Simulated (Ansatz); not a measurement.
**Worked example: GeSiCl⁺, quintet against GeSiCl, quartet**

Geometry (PBE0/def2-TZVP stationary point of a quartet), kept for both states (GeSiCl, quartet: A''; GeSiCl⁺, quintet: A''):

```yaml
atoms:
  - { symbol: Cl, position_ang: [0.0000, -0.4226, 2.2981] }
  - { symbol: Si, position_ang: [0.0000, 0.9383, 0.7268] }
  - { symbol: Ge, position_ang: [0.0000, -0.1565, -1.4026] }
```

Basis cc-pVDZ; Ansatz 0.2.0. Only valence electrons are correlated (noble-gas cores and the filled d shells of p-block atoms frozen). Prefix R: restricted or restricted open-shell reference; prefix U: unrestricted. No spin–orbit coupling is included, and no scalar relativity.

Full CI isn't at hand for all of this; UCCSDT(Q) serves as the reference, and is uncertain by about the last step of the cluster series.

```csv
level,"E(GeSiCl, quartet) (hartree)","E(GeSiCl⁺, quintet) (hartree)"
UHF,-2823.752076,-2823.419426
UMP2,-2824.010332,-2823.648161
UCCSD(T),-2824.057800,-2823.693101
PBE,-2825.984950,-2825.607761
PBE0,-2826.096453,-2825.717825
UCCSDT(Q),-2824.060492,-2823.696107
```

Q: Give the vertical gap, GeSiCl⁺ quintet less GeSiCl quartet, at each level in eV (1 hartree = 27.2114 eV), and each error against UCCSDT(Q).

A: UCCSDT(Q): (-2823.696107 − (-2824.060492)) × 27.2114 = 9.915 eV (the reference)
PBE0: (-2825.717825 − (-2826.096453)) × 27.2114 = 10.303 eV, error 0.388 eV
PBE: (-2825.607761 − (-2825.984950)) × 27.2114 = 10.264 eV, error 0.349 eV
UCCSD(T): (-2823.693101 − (-2824.057800)) × 27.2114 = 9.924 eV, error 0.009 eV
UMP2: (-2823.648161 − (-2824.010332)) × 27.2114 = 9.855 eV, error -0.060 eV
UHF: (-2823.419426 − (-2823.752076)) × 27.2114 = 9.052 eV, error -0.863 eV

Total energies of functionals can't be set beside those of wave-function methods, since they hold the core's correlation and their own absolute errors; only the differences compare.

In so small a basis the reference is far from its limit while semilocal and hybrid functionals are nearer theirs, so the functionals' errors here hold much of the reference's basis and frozen-core error, which can add to them or hide them.

Each level lands on the state that its own search finds. T1 diagnostics of restricted CCSD: 0.022 and 0.035.
